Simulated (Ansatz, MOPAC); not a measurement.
System: C2H5O2, net charge 1, singlet state. SMILES: O(C)C=[OH+]

Atoms: C1, O2, O3, H4, C5, H6, H7, H8, H9. Bonds: C1-O2, C1-O3, C1-H4, O2-H9, O3-C5, C5-H6, C5-H7, C5-H8.

Bond lengths (Å) and angles (degrees) optimised at AM1 with MOPAC; HF/6-31G* with Ansatz (a program for electronic structure); B3LYP/LANL2DZ with Ansatz, each started from the B3LYP-D3(BJ)/def2-TZVP structure (Ansatz) of the last column. A row stands for all coordinates that are equal there; 10 of 16 kinds are shown. 6-31G* holds six Cartesian d functions. No wavenumbers were computed at B3LYP/LANL2DZ, so these may be saddle points.

```csv
coordinate,AM1,HF/6-31G*,B3LYP/LANL2DZ,B3LYP-D3(BJ)/def2-TZVP
C1-O2,1.317,1.265,1.313,1.281
C1-O3,1.300,1.233,1.277,1.249
C1-H4,1.114,1.078,1.092,1.090
O2-H9,0.985,0.958,0.986,0.975
O3-C5,1.462,1.479,1.529,1.490
C5-H6,1.122,1.073,1.087,1.083
C5-H7,1.116,1.076,1.092,1.086
O2-C1-O3,114.1,121.2,120.4,121.2
C1-O3-C5,121.4,123.3,124.8,121.8
O2-C1-H4,128.0,121.6,122.8,122.0
```

Mean signed difference of all 8 bond lengths from B3LYP-D3(BJ)/def2-TZVP: AM1 0.024 Å, HF/6-31G* -0.013 Å, B3LYP/LANL2DZ 0.016 Å.
